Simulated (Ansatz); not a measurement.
# [SiPH4]− (SMILES [SiH2-]P): CCSDT/STO-3G

What is the energy change on altering one bond length of [SiPH4]− at CCSDT/STO-3G? 

The results are computed with Ansatz 0.2.0.

## Step 1: Starting point

[SiPH4]− has 6 atoms, charge -1, and is taken as a singlet. As SMILES, `[SiH2-]P`. Geometry: relaxed at GFN2-xTB. This is one conformer, not always the lowest.

Bond lengths: Si1–P2 2.225 Å, Si1–H3 1.503 Å, Si1–H4 1.503 Å, P2–H5 1.375 Å, P2–H6 1.375 Å. Angles: Si1–P2–H5 94.0°, Si1–P2–H6 94.1°, P2–Si1–H3 96.4°, P2–Si1–H4 96.5°, H5–P2–H6 91.3°, H3–Si1–H4 96.7°.

## Step 2: The energy at CCSDT/STO-3G

Input file in.yaml:

```yaml
crystal:
  periodic: [false, false, false]
  atoms:
    - symbol: Si
      position_ang: [0.357650, -1.019850, -0.132620]
    - symbol: P
      position_ang: [-0.355230, 1.071380, 0.132600]
    - symbol: H
      position_ang: [-0.387090, -1.600590, 1.036860]
    - symbol: H
      position_ang: [-0.642080, -1.408110, -1.185860]
    - symbol: H
      position_ang: [0.407400, 1.565440, -0.899820]
    - symbol: H
      position_ang: [0.619350, 1.391730, 1.048840]
basis:
  gaussian: {orbitals: STO-3G}
total_charge: -1
correlation: {method: ccsdt, frozen_orbitals: {H: 0, P: 5, Si: 5}}
accuracy: high
scf: {omitted_lower_state_checks: [cluster_reference, increment]}
```

On the command line:

```console
ansatz run in.yaml --threads 1 --pin off --max-ram 2610MiB --events-out events.jsonl --progress --plain --runs-dir runs
```

Standard output (excerpt; [...] marks lines left out):

```text
Warning: RAYON_NUM_THREADS=1 ignored (pool sized by the plan → 1); use --threads N
Functional definition: HF
  name "HF"
[...]
393 factors; integrals over basis functions are off by at most 2.7e-9 eV
[...]
mean field -16997.16569540 eV, -624.6343182132 hartree, gradient 3.1e-8 eV, S^2 0.000000; 0 other end points of the search recorded, 0 dependent functions left out
10 core orbitals not correlated: weight in the atoms' cores, before any rotation towards them, 1.000 or more for the frozen orbitals, at most 0.000 for the correlated occupied ones
reference -16997.16569540 eV, -624.6343182132 hartree; 7, 7 occupied and 5, 5 virtual orbitals, 393 factors
second order -1.75799917 eV of doubles, -0.00000000 eV of singles
cycle   1  -2.26253250 eV  change   -5.0e-1 eV  update   6.1e-2
[...]
cycle  20  -2.54657316 eV  change  -6.7e-12 eV  update  4.3e-10
Total energy: -16999.71226856 eV, -624.7279030506 hartree
Checks for a lower state left out: cluster_reference, increment
```

Run time: 0.24 s. Hardware: 1 thread of AMD EPYC 9R14 (Zen 4), shared host.

## Step 3: The distorted shape

Input file run.yaml:

```yaml
crystal:
  periodic: [false, false, false]
  atoms:
    - symbol: Si
      position_ang: [0.166986, -1.143369, 0.125493]
    - symbol: P
      position_ang: [-0.545894, 0.947861, 0.390713]
    - symbol: H
      position_ang: [-0.577754, -1.724109, 1.294973]
    - symbol: H
      position_ang: [-0.832744, -1.531629, -0.927747]
    - symbol: H
      position_ang: [0.407400, 1.565440, -0.899820]
    - symbol: H
      position_ang: [0.428686, 1.268211, 1.306953]
basis:
  gaussian: {orbitals: STO-3G}
total_charge: -1
correlation: {method: ccsdt, frozen_orbitals: {H: 0, P: 5, Si: 5}}
accuracy: high
scf: {omitted_lower_state_checks: [cluster_reference, increment]}
```

On the command line:

```console
ansatz run run.yaml --threads 1 --pin off --max-ram 2610MiB --events-out events.jsonl --progress --plain --runs-dir runs
```

Standard output (excerpt; [...] marks lines left out):

```text
Warning: RAYON_NUM_THREADS=1 ignored (pool sized by the plan → 1); use --threads N
[... 2 set-up lines as earlier in the session ...]
[...]
393 factors; integrals over basis functions are off by at most 7.6e-9 eV
[...]
mean field -16996.01661626 eV, -624.5920903336 hartree, gradient 3.1e-8 eV, S^2 0.000000; 0 other end points of the search recorded, 0 dependent functions left out
10 core orbitals not correlated: weight in the atoms' cores, before any rotation towards them, 1.000 or more for the frozen orbitals, at most 0.000 for the correlated occupied ones
reference -16996.01661626 eV, -624.5920903336 hartree; 7, 7 occupied and 5, 5 virtual orbitals, 393 factors
second order -2.00208161 eV of doubles, -0.00000000 eV of singles
cycle   1  -2.59127095 eV  change   -5.9e-1 eV  update   7.2e-2
[...]
cycle  22  -2.95835855 eV  change  -8.5e-10 eV  update   1.1e-9
Total energy: -16998.97497480 eV, -624.7008080049 hartree
Checks for a lower state left out: cluster_reference, increment
```

Wall time 0.3 s (1 thread of AMD EPYC 9R14 (Zen 4), shared host).

## Step 4: Outcome

At CCSDT/STO-3G, 10 core orbitals frozen:

```
                                                         quantity          value
                                        first shape: total energy  -624.72790 Eh
        first shape: correlation energy (10 core orbitals frozen)      -93.6 mEh
                                       first shape: T1 diagnostic          0.007
                                    distorted shape: total energy  -624.70081 Eh
    distorted shape: correlation energy (10 core orbitals frozen)     -108.7 mEh
                                   distorted shape: T1 diagnostic          0.009
energy change with the P2–H5 bond stretched from 1.375 to 1.719 Å       0.737 eV
```

**Reading.** With the P2–H5 bond stretched from 1.375 to 1.719 Å the energy rises by 0.74 eV (71.1 kJ/mol). The first shape isn't relaxed at this level, so the change isn't measured from a minimum. The minimal basis adds a large error of its own.
